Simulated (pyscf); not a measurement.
This saddle point was located with ωB97X-D3(BJ)/def2-SVP in PySCF.

```xyz
10

C     -2.2027    -1.1444     0.3322
Zn    -0.7921     0.1349    -0.0822
H     -1.8036    -2.1584     0.4991
H     -2.9325    -1.2058    -0.4926
H     -2.7573    -0.8460     1.2370
H     -0.8188     2.1198    -0.0613
N      0.9935     0.7927    -0.6471
H      0.1035     1.8074    -0.3631
H      1.8047     0.6854    -0.0359
H      1.3161     0.6729    -1.6086
```

Surface: singlet, charge 0. Lowest wavenumbers (cm⁻¹): 1355i, 31, 117, 140, 271.

### Question
Name the species on either side of this saddle.

### Answer
H₃C–ZnH + ammonia (NH₃) ⇌ H₃C–Zn–NH₂ + hydrogen (H₂), a four-centre exchange read from left to right: H–Zn, H–N broken and N–Zn, H–H formed. At ωB97M-D3(BJ)/def2-TZVP it lies +26.5 kcal/mol from the left side and +24.9 kcal/mol from the right (each side as separated species at their lowest minima found). On the reactant side the descent ends in an adduct with a N–Zn contact, 11.4 kcal/mol under the separated species and 36.5 kcal/mol under the saddle at ωB97X-D3(BJ)/def2-TZVP. What is counted as formed (N–Zn) is already present as a longer contact in the reactant adduct; forming that adduct is a step of its own. At the saddle there is also a short H–Zn contact that neither side keeps. This is the saddle that the search found; another between the same sides may lie lower. Elements up to Kr have no core potential and no relativistic terms here.
